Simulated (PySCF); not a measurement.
Bonds broken one at a time in the series Al SiH3-H. All species are isolated molecules in the gas phase. Strings in code marks are SMILES.

The numbers are results of B3LYP-D3(BJ)/def2-TZVP // PBE0-D4/def2-TZVP run with PySCF, not measurements. B3LYP has the VWN-RPA correlation part, as in Gaussian. 

| species | dipole moment (D) |
|---|---|
| whole molecule (`[Al]([SiH3])([SiH3])[SiH3]`) | 0.13 |
| radical fragment (`[SiH3]`) | (withheld) |
| radical fragment (`[SiH3][Al][SiH3]`) | 0.81 |
| radical fragment (`[SiH3][AlH]`) | 0.58 |
| whole molecule (`[AlH2][SiH3]`) | 0.26 |
| whole molecule (`[AlH3]`) | 0.00 |

**Question.** Complete the blanks.

**Answer.** 
- radical fragment (`[SiH3]`), dipole moment (D): 0.07
